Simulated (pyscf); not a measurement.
# Routes from O=As–OH + H₂

Candidate steps break at most two bonds and form at most two. Each was searched with GFN2-xTB (tblite) first. PySCF, gas phase, ωB97X-D3(BJ)/def2-SVP geometries. Energies: ωB97M-D3(BJ)/def2-TZVP, kJ/mol, from the separated reactants, singlet surface; ΔG‡ with ideal gas, 1 atm, RRHO with modes under 100 cm⁻¹ raised to 100, one conformer, R ln 2 for chiral ones without a mode under 150 cm⁻¹.

```tsv
products	type	ΔE‡	ΔE	ΔG‡ 298 K	ΔG‡ 900 K	ν‡ (cm⁻¹)
O=AsH + H₂O	four-centre exchange	158.9	+79.2	195.0	268.7	1582i
HO–AsH–OH	addition across a multiple bond or ene-type step	166.7	-104.7	201.5	274.4	2112i
```

Row 1: On the product side the descent ends in a bound adduct, 45.1 kJ/mol under the separated species and 121.5 kJ/mol under the saddle at ωB97X-D3(BJ)/def2-TZVP. Row 2: On the product side the descent ends in a point that may be a rotor saddle (no frequency run), 6.6 kJ/mol over the lowest minimum found and 269.9 kJ/mol under the saddle at ωB97X-D3(BJ)/def2-TZVP. 

Plain bond fissions and candidates not yet searched are not listed, and one of them may be faster. Each barrier is that of the saddle found; lower ones may exist. Elements up to Kr have no core potential and no relativistic terms here.
